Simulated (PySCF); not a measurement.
Compound: prismane, C₆H₆.
InChI=1S/C6H6/c1-2-3(1)6-4(1)5(2)6/h1-6H

Method used: TDDFT CAM-B3LYP/def2-SVPD, vertical, gas phase, core orbitals frozen in the response in PySCF. Geometry: PBE0-D3(BJ)/def2-SVP; no solvent, vibrations or thermal averaging.

Question: Predict the UV-vis stick spectrum at this level.

Answer: 

```
state  E (eV)  λ (nm)  ν̃ (cm⁻¹)       f           main configurations (H = HOMO, L = LUMO)
   S1    6.72   184.6      54170  0.0000                   H-1/H→L+1 (86%), H-1/H→L+7 (12%)
   S2    6.72   184.6      54180  0.0000                   H-1/H→L+1 (86%), H-1/H→L+7 (12%)
   S3    6.76   183.3      54550  0.0000                                     H-1/H→L (≥88%)
   S4    6.76   183.3      54560  0.0000                                     H-1/H→L (≥88%)
   S5    7.05   175.9      56840  0.0000                 H-1/H→L+2 (≥49%), H-1/H→L+3 (≥48%)
   S6    7.13   173.9      57510  0.0012                 H-1/H→L+3 (≥54%), H-1/H→L+2 (≥42%)
   S7    7.14   173.7      57560  0.0000  H-1/H→L+3 (≥42%), H-1/H→L+2 (≥40%), H-1/H→L (≥9%)
   S8    7.14   173.7      57560  0.0000  H-1/H→L+2 (≥47%), H-1/H→L+3 (≥35%), H-1/H→L (≥9%)
```

Triplets, Tamm–Dancoff:

```tsv
state	E (eV)	λ (nm)	main configurations (H = HOMO, L = LUMO)
T1	6.44	192.6	H-1/H→L+6 (≥81%)
T2	6.44	192.6	H-1/H→L+6 (≥81%)
T3	6.45	192.1	H-1/H→L+1 (≥78%), H-1/H→L+7 (≥18%)
T4	6.45	192.1	H-1/H→L+1 (≥78%), H-1/H→L+7 (≥18%)
```

The lowest singlet level (S1/S2) comes at 185 nm (648 kJ/mol) in the vacuum ultraviolet; it is dark (f under 0.0005). The largest oscillator strength of a single state is 0.0012. S1/S2, S3/S4 and S6/S7/S8 lie within about 0.01 eV of each other in each set; the point group D3h has degenerate representations, and within a degenerate level the listed configurations can mix freely. Löwdin shares by element: HOMO (one of a set within 0.03 eV) carbon 69% or more (atoms not listed hold the other 31%); LUMO carbon 36% or more (atoms not listed hold the other 64%). Orbital energies (eV): HOMO-3 -9.78, HOMO-2 -9.78, HOMO-1 -7.97, HOMO -7.97, LUMO 1.72, LUMO+1 1.97, LUMO+2 2.10. The listed states span 0.42 eV, and the widest gap between neighbours is 0.28 eV (S4 to S5). The oscillator strengths of these states sum to 0.001; summed over the whole spectrum of an exact calculation they would give the number of electrons, 42 (Thomas–Reiche–Kuhn). The vertical ionisation energy (ΔSCF) is 8.84 eV, 1.70 eV above S8. Orbitals of the list HOMO-3 to LUMO+2 that lie within 0.01 eV of each other are written together with a slash and their weights summed (≥ marks a lower bound); for degenerate orbitals outside that list single weights are arbitrary. Singlets were solved by full linear response, triplets in the Tamm–Dancoff approximation. The highest level found (7.32 eV, f 0.0000 so far) is left out, since the window may have cut off a degenerate partner.

Time: 35 s. Hardware: one thread, Arm Neoverse V1 (shared host).
